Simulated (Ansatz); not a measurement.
## C2F3N (cyanotrifluoromethane): entropy by statistical mechanics

A singlet with charge 0, relaxed at HF/6-31G* (Cartesian functions) (Ansatz 0.2.0):

```xyz
6

N     1.0158   -1.6947    0.8880
C     0.4871   -0.8120    0.4185
C    -0.2082    0.3485   -0.1987
F    -1.3030   -0.0508   -0.7952
F     0.5719    0.9204   -1.0810
F    -0.5215    1.2245    0.7223
```

Harmonic wavenumbers in cm⁻¹: 220, 220, 517, 517, 565, 696, 696, 889, 1379, 1419, 1419, 2663.

Masses in u: N 14.007, C 12.011, F 18.998. Take T = 298.15 K, p = 1 bar, R = 8.3145 J/(mol K), kT/hc = 207.22 cm⁻¹, rigid rotor and harmonic oscillator.

Problem. Work out S° at 298 K.

Solution. 
1. Translation (Sackur–Tetrode): S = R[3/2 ln M + 5/2 ln T − 1.1517] with M = 95.023 gives 165.7 J/(mol K).
2. Rotation: principal moments 86.251, 168.260, 168.263 u Å² give A, B, C = 0.1954, 0.1002, 0.1002 cm⁻¹; the symmetry number is σ = 3; q = (√π/σ)√((kT/hc)³/ABC) = 39790; S = R(ln q + 3/2) = 100.5.
3. Vibration: with u = ν̃/207.22, each mode gives R[u/(eᵘ − 1) − ln(1 − e⁻ᵘ)]; the sum is 27.1, most from 220 cm⁻¹ (8.2), 220 cm⁻¹ (8.2), 517 cm⁻¹ (2.6).
4. Electronic: R ln 1 = 0.0, from the spin multiplicity alone.
5. Sum: 165.7 + 100.5 + 27.1 + 0.0 = 293.3 J/(mol K).

The tabulated value is 298.1 J/(mol K) (CRC Handbook of Chemistry and Physics): the model is off by -4.8. Where a soft mode is a torsion, a harmonic oscillator describes it poorly.
